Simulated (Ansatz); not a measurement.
# Magnesium, hcp: convergence with the plane-wave cutoff

Computed with Ansatz, r²SCAN, scalar-relativistic PAW, on the relaxed cell (a = 3.179 Å, c = 5.157 Å (c/a = 1.622); spin not included). Errors count from a run at 500 eV on a Γ-centred 19×19×10 mesh with Fermi-Dirac smearing of 0.1 eV, extrapolated to zero width. Fixed here: mesh 11×11×6, Fermi-Dirac width 0.1 eV. The pressure holds a Pulay correction and is unreliable far below the recommended cutoff. The SCF starts from atomic densities corrected by a trained network.

```tsv
cutoff (eV)	E(σ→0) error (meV/atom)	P (GPa)	SCF iterations
150	16124.1	5.27	6
200	1862.5	0.43	6
250	207.3	-0.07	6
300	14.1	-0.05	6
350	-7.2	0.01	6
420	-9.8	0.01	6
500	-10.7	0.01	6
600	-11.7	0.00	6
800	-12.3	0.00	6
```

Within 5 meV/atom of the last row: from 420 eV on.
